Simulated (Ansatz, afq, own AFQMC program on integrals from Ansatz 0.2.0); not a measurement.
**AuSiH3, singlet: AFQMC among the cluster methods**

| atom | x (Å) | y (Å) | z (Å) |
| --- | --- | --- | --- |
| Au | -0.3188 | 0.0021 | 0.0018 |
| Si | 1.9697 | -0.0127 | -0.0110 |
| H | 2.4639 | -1.4148 | -0.0088 |
| H | 2.4842 | 0.6879 | 1.1951 |
| H | 2.4705 | 0.6792 | -1.2279 |

Connectivity, by distances: Au–SiH3.

Basis def2-SVP with its core potentials. Only valence electrons are correlated. Ansatz 0.2.0 and our own AFQMC program on the same integrals; the CISD trial comes from CCSD amplitudes, and released means the phaseless constraint is let go. Free AFQMC starts from the CCSD state and is never constrained. Its projection time is finite, and what remains of the start isn't in its error. Error bars are statistical, one sigma. No spin–orbit coupling. The metal's outer-core s and p shells are frozen, which shifts wave-function levels against functionals.

Determinant: RHF, the one that the program's search chose, which needn't be the lowest solution. The geometry is a point of a scan.

No full CI on the walks' own integrals is used here; CCSDT(Q) serves as the reference and is uncertain by about the last step of the cluster series.

Cautions: no spin-orbit coupling; outer-core shells of the metal frozen; higher spins were not checked; the released energies move by 1.5 errors or more from one time to the next, so no released level is given (meV from the phaseless value at times in 1/Eh: -7 ± 4 at 0.24, -12 ± 6 at 0.60, -21 ± 7 at 1.20, 7 ± 8 at 1.80, -12 ± 9 at 2.60), though the last usable value meets CCSDT(Q) within the noise; the ph-AFQMC/HF walk drifts between its halves (2.3 errors).

- T1 diagnostic: 0.0225
- weight of the determinant in the CISD state: 0.846
- size of the correlated space: 18 electrons in 56 orbitals

Reference: CCSDT(Q), correlation energy -11.272 eV.

| level | E − E(reference) (mEh) | share of correlation (%) |
| --- | --- | --- |
| HF | 414.25 | 0.00 |
| MP2 | 14.64 | 96.47 |
| CCSD | 10.76 | 97.40 |
| CCSD(T) | 0.81 | 99.80 |
| CCSDT | 0.50 | 99.88 |
| ph-AFQMC/HF | -2.19 ± 1.25 | 100.53 |
| ph-AFQMC/CISD | 0.36 ± 0.21 | 99.91 |
| free AFQMC | 0.30 ± 0.34 | 99.93 |

Free projections are given only where their last times agree within the noise and don't stop above the reference; a slow remainder of the start can still hide under it. A walk keeps the symmetry of its determinant, which the program's search chose and which needn't be the lowest solution, so a lower state of the same spin and another symmetry isn't excluded.
